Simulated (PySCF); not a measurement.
Method: core-valence-separated Tamm–Dancoff BHandHLYP/aug-pcX-1 (pcseg-1 on H) in PySCF, non-relativistic, gas phase, PBE0-D3(BJ)/def2-SVP geometry. The energies are unshifted.

Main lines of an unknown, eV (oscillator strength): C K: 286.4 (0.144), 287.8 (0.041), 288.1 (0.122), 288.1 (0.077), 288.8 (0.058); N K: 402.7 (0.031), 404.4 (0.017), 404.5 (0.113). Listed: the first five lines at most of each edge with a tenth or more of its strongest line's intensity; roots within 0.03 eV on the same or equivalent atoms are summed. Only the lowest roots were sought, and the top ones are left out.

Question: Which candidate gives them?
A. `C[NH+](C)C`
B. `CC[NH2+]C`

Answer: A. 

- `C[NH+](C)C`: C K: 286.4 (0.144), 287.8 (0.041), 288.1 (0.122), 288.1 (0.077), 288.8 (0.058); N K: 402.7 (0.031), 404.4 (0.017), 404.5 (0.113). First C line listed at 286.4 eV, hole on the N-methyl carbon; first N line listed at 402.7 eV, hole on the ammonium nitrogen.
- `CC[NH2+]C`: C K: 285.6 (0.009), 286.4 (0.044), 286.6 (0.053), 286.6 (0.027), 286.8 (0.008); N K: 402.5 (0.024), 403.1 (0.048), 404.5 (0.043), 404.6 (0.033), 406.3 (0.008). First C line listed at 285.6 eV, hole on the methyl carbon; first N line listed at 402.5 eV, hole on the ammonium nitrogen.

One conformer each; other structures than these candidates weren't tested.
